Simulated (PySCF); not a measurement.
C₃H₃Cl.
Structure used (PBE0-D3(BJ)/def2-SVP), in Å, numbered top down from 1:
```
atom  x, y, z in Å
Cl1    1.961    0.096   -1.260
C2     0.724   -0.047    0.043
C3    -0.644   -0.472   -0.289
C4    -0.485    0.789    0.003
H5     1.240   -0.327    0.970
H6    -1.273   -1.297   -0.614
H7    -0.884    1.795    0.104
```

The computed photoelectron lines, unassigned: C 1s: 291.61 (area 2), 292.76 (area 1) eV; Cl 1s: 2827.99 eV; Cl 2p3/2: 205.40 eV.

Computed, not measured: delta-SCF UKS SCAN, pcX-2 on the ionised atom, pcseg-1 elsewhere, spin-free X2C (PySCF). Geometry: PBE0-D3(BJ)/def2-SVP; no solvent, vibrations or thermal averaging.

(1) Which carbon gives which C 1s line?

Results:

(1) 291.61 eV: C3/C4 (alkene CH carbon); 292.76 eV: C2 (sp3 C–Cl carbon). The listed C 1s values span 1.15 eV, from C3/C4 (bonded to C (double bond), C and H) to C2 (bonded to Cl, 2 C and H).

Bonded neighbours of each site: Cl1: C; C2: Cl, 2 C and H; C3/C4: C (double bond), C and H.

**Question.** What is the longest wavelength that can ionise C 1s of C3/C4 vertically?

**Answer.** λ = hc/E = 12398.42 eV Å / 291.61 eV = 42.517 Å.

Atoms equivalent by their bonding share one computed value, that of the first of them. The 2p values aren't plain energy differences: one relaxed spin-free 2p hole is combined with a matrix within the shell (ground-state 2p orbital-energy differences and spin–orbit coupling). 2p3/2, the mean of its two sublevels, lies a third of the splitting below the shell's mean and 2p1/2 two thirds above it; the statistical areas are 2:1. 2p1/2 minus 2p3/2 (ligand field included): Cl 1.65 eV.
